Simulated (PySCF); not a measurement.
Record of a relaxation.

BH₂NO.
Atom-mapped SMILES: `[BH2:1][N:2]=[O:3]` (hydrogens: H4, H5 on B1)

Method: PBE0-D3(BJ)/def2-SVP geometry optimisation, gas phase (PySCF 2.14.0); density fitting, grid level 1; the optimiser is geomeTRIC in internal coordinates, started from a GFN2-xTB structure with every atom displaced at random (about 0.01 Å). The frame can shift and turn from step to step; on so coarse a grid that alone can change the energy by a few meV, and forces under 0.02 eV/Å are noise.

Step 0: E = -4235.2074 eV, largest atomic force 4.957 eV/Å
```
atom  x, y, z in Å  |  force x, y, z in eV/Å
B1     -0.506    0.032   -0.004   -3.213   0.980  -0.297
N2      0.755   -0.086    0.001    4.908  -0.690   0.090
O3      1.925   -0.210    0.006   -1.016   0.189  -0.025
H4     -0.947    1.053   -0.419   -0.115   0.471  -0.190
H5     -1.193   -0.822    0.378   -0.563  -0.950   0.423
```

Step 1: E = -4235.3113 eV, largest atomic force 0.911 eV/Å
```
atom  x, y, z in Å  |  force x, y, z in eV/Å
B1     -0.539   -0.042    0.021   -0.499  -0.383   0.154
N2      0.786   -0.108    0.009    0.175   0.841  -0.303
O3      1.937    0.046   -0.068    0.273  -0.475   0.162
H4     -0.922    1.017   -0.415   -0.016   0.021  -0.012
H5     -1.228   -0.946    0.415    0.067  -0.004   0.000
```

Step 2: E = -4235.3562 eV, largest atomic force 0.367 eV/Å
```
atom  x, y, z in Å  |  force x, y, z in eV/Å
B1     -0.543   -0.026    0.017   -0.101  -0.044  -0.012
N2      0.789   -0.073   -0.003    0.096   0.338  -0.106
O3      1.952   -0.003   -0.051   -0.047  -0.227   0.079
H4     -0.966    1.020   -0.417   -0.012  -0.015   0.012
H5     -1.197   -0.951    0.416    0.063  -0.052   0.027
```

Step 3: E = -4235.3732 eV, largest atomic force 0.155 eV/Å
```
atom  x, y, z in Å  |  force x, y, z in eV/Å
B1     -0.541    0.000   -0.005   -0.013   0.154  -0.018
N2      0.792   -0.043   -0.015   -0.068  -0.004   0.025
O3      1.957   -0.065   -0.023   -0.012  -0.020  -0.013
H4     -1.034    1.026   -0.414    0.053  -0.043  -0.006
H5     -1.141   -0.950    0.419    0.040  -0.087   0.012
```

Step 4: E = -4235.3741 eV, largest atomic force 0.118 eV/Å
```
atom  x, y, z in Å  |  force x, y, z in eV/Å
B1     -0.542    0.017    0.008   -0.034   0.041  -0.106
N2      0.790   -0.034   -0.011   -0.031  -0.058   0.027
O3      1.954   -0.082   -0.024    0.004   0.027   0.003
H4     -1.045    1.025   -0.423    0.027   0.012   0.031
H5     -1.124   -0.957    0.412    0.033  -0.021   0.044
```

Step 5: E = -4235.3751 eV, largest atomic force 0.046 eV/Å
```
atom  x, y, z in Å  |  force x, y, z in eV/Å
B1     -0.544    0.015   -0.003   -0.039   0.015  -0.011
N2      0.788   -0.035   -0.014    0.012  -0.039   0.021
O3      1.953   -0.083   -0.019   -0.003   0.016  -0.009
H4     -1.045    1.029   -0.419    0.007   0.014  -0.004
H5     -1.118   -0.957    0.417    0.023  -0.006   0.003
```

Step 6: E = -4235.3753 eV, largest atomic force 0.026 eV/Å
```
atom  x, y, z in Å  |  force x, y, z in eV/Å
B1     -0.545    0.015   -0.004   -0.026   0.004   0.002
N2      0.787   -0.037   -0.013    0.017  -0.005   0.006
O3      1.952   -0.082   -0.020   -0.003   0.001  -0.003
H4     -1.043    1.030   -0.419    0.004   0.003  -0.003
H5     -1.116   -0.958    0.418    0.008  -0.002  -0.001
```

Step 7: E = -4235.3753 eV, largest atomic force under 0.02 eV/Å
```
atom  x, y, z in Å  |  force x, y, z in eV/Å
B1     -0.546    0.015   -0.004   -0.009  -0.002   0.001
N2      0.787   -0.037   -0.013    0.011   0.001   0.001
O3      1.951   -0.083   -0.020   -0.002   0.000  -0.001
H4     -1.043    1.031   -0.419    0.000   0.001  -0.001
H5     -1.115   -0.959    0.418    0.001   0.001  -0.001
```

Task: Summarise the path.

Result: The energy falls by 3.87 kcal/mol from step 0 to step 7; nine tenths of that is first reached at step 3. It falls at every step. The largest force goes from 4.957 to under 0.02 eV/Å. Among the bonds B1–N2 changes most, from 1.267 to 1.333 Å; the atoms move by 0.044 Å rms after alignment.

Task: Follow the three bonds and two angles with the largest change from start to end.

Result: 
```json
{"step": "0", "E above end (kcal/mol)": "3.87", "largest force (eV/Å)": "4.957", "B1–N2 (Å)": "1.267", "B1–H5 (Å)": "1.160", "B1–H4 (Å)": "1.187", "H4–B1–H5 (°)": "121.9", "N2–B1–H5 (°)": "121.3"}
{"step": "1", "E above end (kcal/mol)": "1.48", "largest force (eV/Å)": "0.911", "B1–N2 (Å)": "1.327", "B1–H5 (Å)": "1.202", "B1–H4 (Å)": "1.208", "H4–B1–H5 (°)": "126.6", "N2–B1–H5 (°)": "122.5"}
{"step": "2", "E above end (kcal/mol)": "0.44", "largest force (eV/Å)": "0.367", "B1–N2 (Å)": "1.332", "B1–H5 (Å)": "1.201", "B1–H4 (Å)": "1.209", "H4–B1–H5 (°)": "126.5", "N2–B1–H5 (°)": "121.5"}
{"step": "3", "E above end (kcal/mol)": "0.05", "largest force (eV/Å)": "0.155", "B1–N2 (Å)": "1.334", "B1–H5 (Å)": "1.202", "B1–H4 (Å)": "1.208", "H4–B1–H5 (°)": "126.0", "N2–B1–H5 (°)": "118.4"}
{"step": "4", "E above end (kcal/mol)": "0.03", "largest force (eV/Å)": "0.118", "B1–N2 (Å)": "1.334", "B1–H5 (Å)": "1.204", "B1–H4 (Å)": "1.206", "H4–B1–H5 (°)": "126.5", "N2–B1–H5 (°)": "117.2"}
{"step": "5", "E above end (kcal/mol)": "0.00", "largest force (eV/Å)": "0.046", "B1–N2 (Å)": "1.333", "B1–H5 (Å)": "1.205", "B1–H4 (Å)": "1.205", "H4–B1–H5 (°)": "126.9", "N2–B1–H5 (°)": "116.7"}
{"step": "6", "E above end (kcal/mol)": "0.00", "largest force (eV/Å)": "0.026", "B1–N2 (Å)": "1.333", "B1–H5 (Å)": "1.205", "B1–H4 (Å)": "1.205", "H4–B1–H5 (°)": "127.2", "N2–B1–H5 (°)": "116.4"}
{"step": "7", "E above end (kcal/mol)": "0.00", "largest force (eV/Å)": "under 0.02", "B1–N2 (Å)": "1.333", "B1–H5 (Å)": "1.205", "B1–H4 (Å)": "1.205", "H4–B1–H5 (°)": "127.4", "N2–B1–H5 (°)": "116.3"}
```

The cost below is that of the whole optimisation. On an Arm Neoverse V1 with one thread, shared host with 32 logical CPUs at a one-minute load of 28, this took 5.1 s wall and 0.26 GiB of memory at its peak.
